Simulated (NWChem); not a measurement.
## A calculation on fluorine (F$_{2}$)

SMILES: FF
```xyz
2

F      0.0000     0.0000     0.6882
F      0.0000     0.0000    -0.6882
```
Charge 0, spin multiplicity 1.

The numbers come from NWChem runs, not from measurements. The geometry was optimised at PBE0/def2-SVP, a minimum by its harmonic frequencies.

B3LYP has NWChem's definition, with VWN1-RPA local correlation. The stability of the SCF solutions was not checked.

Worked example. At B3LYP/def2-QZVP the molecule has a total energy of -199.60974 Ha and the free atoms (multiplicities F 2) F -99.77566 Ha. The electronic atomisation energy is the atoms' sum less the molecule's energy.

2·(-99.77566) = -199.55132 Ha for the atoms; less the molecule's energy this leaves 0.05842 Ha, or 36.7 kcal/mol (153 kJ/mol), without zero-point, thermal or spin-orbit terms.
